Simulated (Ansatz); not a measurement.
## Molecular dynamics of AlH5OS

Input file:

```yaml
crystal:
  periodic: [false, false, false]
  atoms:
    - { symbol: Al, position_ang: [0.03161, 0.24217, 0.155638] }
    - { symbol: O, position_ang: [-0.221931, -0.151599, 1.942774] }
    - { symbol: H, position_ang: [-0.981263, -0.671087, 2.236632] }
    - { symbol: H, position_ang: [1.531274, 0.032246, -0.330981] }
    - { symbol: H, position_ang: [-1.27333, 0.024886, -0.733298] }
    - { symbol: S, position_ang: [-0.097278, 2.518888, 1.171495] }
    - { symbol: H, position_ang: [1.232663, 2.582102, 1.42721] }
    - { symbol: H, position_ang: [-0.289644, 1.294494, 2.021428] }
basis:
  gaussian: { orbitals: cc-pVDZ }
hamiltonian:
  xc: pbe0
  dispersion: d4
md:
  timestep: 0.5
  n_steps: 200
  ensemble: nve
  temperature: 100.0
  initial_velocities: maxwell_boltzmann
  seed: 6391
```

Launched with:

```bash
$ ansatz run input.yaml --threads 1 --pin off --max-ram 2048MiB --backend cpu --events-out ev --progress --plain --runs-dir out
```

It starts at the highest image of a converged band, a first-order saddle point between two minima.

Output, in part (step lines, the closing report, with atoms numbered from 0):

```
md step     0: t =     0.00 fs  T =   100.0 K  F+E_penalty+E_count = -19552.79415409 eV  E_kin = 0.077556 eV  conserved = -19552.71659809 eV  (25 SCF iters)
md step     1: t =     0.50 fs  T =    97.9 K  F+E_penalty+E_count = -19552.79246910 eV  E_kin = 0.075904 eV  conserved = -19552.71656492 eV  (22 SCF iters)
md step     2: t =     1.00 fs  T =    92.3 K  F+E_penalty+E_count = -19552.78806695 eV  E_kin = 0.071573 eV  conserved = -19552.71649403 eV  (22 SCF iters)
md step     3: t =     1.50 fs  T =    84.6 K  F+E_penalty+E_count = -19552.78204446 eV  E_kin = 0.065633 eV  conserved = -19552.71641175 eV  (22 SCF iters)
md step     4: t =     2.00 fs  T =    76.5 K  F+E_penalty+E_count = -19552.77568530 eV  E_kin = 0.059341 eV  conserved = -19552.71634403 eV  (22 SCF iters)
md step     5: t =     2.50 fs  T =    69.3 K  F+E_penalty+E_count = -19552.77005341 eV  E_kin = 0.053746 eV  conserved = -19552.71630724 eV  (22 SCF iters)
md step     6: t =     3.00 fs  T =    63.7 K  F+E_penalty+E_count = -19552.76573318 eV  E_kin = 0.049429 eV  conserved = -19552.71630402 eV  (22 SCF iters)
md step     7: t =     3.50 fs  T =    59.9 K  F+E_penalty+E_count = -19552.76278538 eV  E_kin = 0.046462 eV  conserved = -19552.71632356 eV  (23 SCF iters)
[... lines left out ...]
Total energy: -19553.10535570 eV, -718.5633682513 hartree
Atom 0 at     0.011041     0.414917     0.366945 Å, force     0.845642     0.866241    -0.476158 eV/Å
Atom 1 at    -0.264107    -0.626200     2.023707 Å, force    -1.151580    -0.051437     2.054086 eV/Å
Atom 2 at    -1.122351    -1.144822     1.939967 Å, force     1.333938     0.965908     0.482118 eV/Å
Atom 3 at     1.478742    -0.169483    -0.073064 Å, force    -0.436772     0.245878     0.133604 eV/Å
Atom 4 at    -1.330786    -0.077137    -0.318779 Å, force    -0.213460    -0.081647    -0.065851 eV/Å
Atom 5 at    -0.055245     2.674067     0.922960 Å, force     0.197491    -0.840986     0.011441 eV/Å
Atom 6 at     1.292218     2.805416     1.094399 Å, force    -0.227729    -0.072115    -0.051533 eV/Å
Atom 7 at    -0.215023    -0.177994     2.942562 Å, force    -0.347530    -1.031843    -2.087706 eV/Å
Dipole moment:    -0.201664    -0.696806     0.880751 e Å
```

The steps, from the saved trajectory:

| time (fs) | T (K) | potential energy less start (eV) | conserved less start (meV/atom) |
| --- | --- | --- | --- |
| 0 | 100 | 0.000 | 0.00 |
| 3 | 64 | 0.028 | 0.04 |
| 6 | 58 | 0.033 | 0.04 |
| 9 | 97 | 0.002 | 0.01 |
| 12 | 125 | -0.019 | 0.05 |
| 15 | 268 | -0.130 | 0.05 |
| 18 | 406 | -0.238 | -0.17 |
| 21 | 419 | -0.248 | -0.13 |
| 24 | 404 | -0.236 | 0.06 |
| 27 | 589 | -0.380 | -0.11 |
| 30 | 434 | -0.257 | 0.22 |
| 33 | 508 | -0.318 | -0.12 |
| 36 | 431 | -0.256 | 0.07 |
| 39 | 501 | -0.312 | -0.09 |
| 42 | 551 | -0.352 | -0.28 |
| 45 | 397 | -0.229 | 0.13 |
| 48 | 555 | -0.355 | -0.20 |
| 51 | 603 | -0.393 | -0.34 |
| 54 | 338 | -0.183 | 0.15 |
| 57 | 452 | -0.275 | -0.27 |
| 60 | 490 | -0.305 | -0.36 |
| 63 | 240 | -0.107 | 0.17 |
| 66 | 417 | -0.249 | -0.32 |
| 69 | 556 | -0.357 | -0.39 |
| 72 | 390 | -0.223 | 0.17 |
| 75 | 577 | -0.373 | -0.38 |
| 78 | 647 | -0.428 | -0.40 |
| 81 | 429 | -0.254 | 0.16 |
| 84 | 510 | -0.321 | -0.37 |
| 87 | 536 | -0.342 | -0.41 |
| 90 | 370 | -0.208 | 0.18 |
| 93 | 536 | -0.341 | -0.38 |
| 96 | 567 | -0.366 | -0.42 |
| 99 | 410 | -0.239 | 0.16 |

The run went to its last step. The conserved energy stayed within 0.46 meV per atom of its start (net change -0.031 meV per atom), so the integration is sound. The kinetic energy rose, since the run started high on the potential surface and went downhill. A run of 0.1 ps of so small a system gives no equilibrium averages. The orbitals stay closed-shell, which can raise the energy where a bond breaks towards radicals; this wasn't checked here.

Between its relaxed ends the band would form O2–H8 and break S6–H8. These pairs go: O2–H8 1.45 → 1.02 Å, S6–H8 1.50 → 3.50 Å. In the last frame they stand as after the step (other bonds may differ from the relaxed reactants and products). It ends as one piece, AlH5OS. Pairs count as bonded within 1.25 times the sum of covalent radii (0.12 Å more for H–H).

Last frame:

```xyz
8
Properties=species:S:1:pos:R:3
Al 0.011 0.415 0.367
O -0.264 -0.626 2.024
H -1.122 -1.145 1.940
H 1.479 -0.170 -0.073
H -1.331 -0.077 -0.319
S -0.055 2.674 0.923
H 1.292 2.805 1.094
H -0.215 -0.178 2.943
```

Time of the run: 3.8 min on 1 thread of AMD EPYC 9R45 96-Core Processor (Zen 5), with other jobs on the host, peak memory 0.15 GiB.
